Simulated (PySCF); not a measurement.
C3H7OP.
Cartesian coordinates in Å at the GFN2-xTB level; atoms count from 1:
```xyz
12
C3H7OP angstrom
C      1.8206   -0.3999    0.9033
P      1.6639    0.6965   -0.3344
C      0.1466   -0.0227   -1.2224
O     -0.7891   -0.6255   -0.3767
C     -1.5415    0.2983    0.3660
H      1.1365   -1.2227    1.0395
H      2.6093   -0.2897    1.6275
H      0.5047   -0.8035   -1.9012
H     -0.3162    0.7729   -1.8258
H     -2.2130   -0.2802    0.9971
H     -0.8947    0.9245    0.9945
H     -2.1259    0.9512   -0.2935
```

The calculation used TDDFT CAM-B3LYP/def2-SVPD, vertical, gas phase, core orbitals frozen in the response (PySCF 2.14.0, density-fitted response routines).

Ground-to-excited transition dipoles (e·a0, same axes as the geometry; the sign carries no meaning), for the states with f of 0.002 or more among the lowest 7:

| state | E (hartree) | μx | μy | μz |
| --- | --- | --- | --- | --- |
| S1 | 0.1520 | -0.138 | 0.122 | 0.128 |
| S2 | 0.2026 | -0.272 | 0.677 | -0.754 |
| S3 | 0.2134 | -0.007 | -0.145 | 0.353 |
| S4 | 0.2512 | 0.064 | -0.018 | 0.112 |
| S5 | 0.2550 | -0.059 | 0.112 | 0.371 |
| S6 | 0.2615 | -0.641 | 0.180 | -0.700 |
| S7 | 0.2641 | -0.320 | 0.069 | -0.131 |

Question: Work out the oscillator strengths.

Answer: f = (2/3) ΔE |μ|² with ΔE in hartree (27.2114 eV).

| state | \|μ\|² (au) | \|μ\| (D) | f |
| --- | --- | --- | --- |
| S1 | 0.050 | 0.57 | 0.005 |
| S2 | 1.101 | 2.67 | 0.149 |
| S3 | 0.146 | 0.97 | 0.021 |
| S4 | 0.017 | 0.33 | 0.003 |
| S5 | 0.154 | 1.00 | 0.026 |
| S6 | 0.933 | 2.46 | 0.163 |
| S7 | 0.124 | 0.90 | 0.022 |

Question: What angle do the transition dipoles of S3 and S5 make?

Answer: |cos θ| = |μa·μb| / (|μa| |μb|) = 0.77, so θ ≈ 40° (taken between 0 and 90°, since the signs are arbitrary).

Question: What peak molar absorption coefficient would the strongest computed level give as a lone Gaussian band 0.5 eV wide at half height?

Answer: ε(max) = 2.175×10⁸ f / FWHM, with the width in cm⁻¹. S6: 2.175×10⁸ × 0.1627 / 4033 ≈ 8800 L mol⁻¹ cm⁻¹.

One conformer stands for the species.
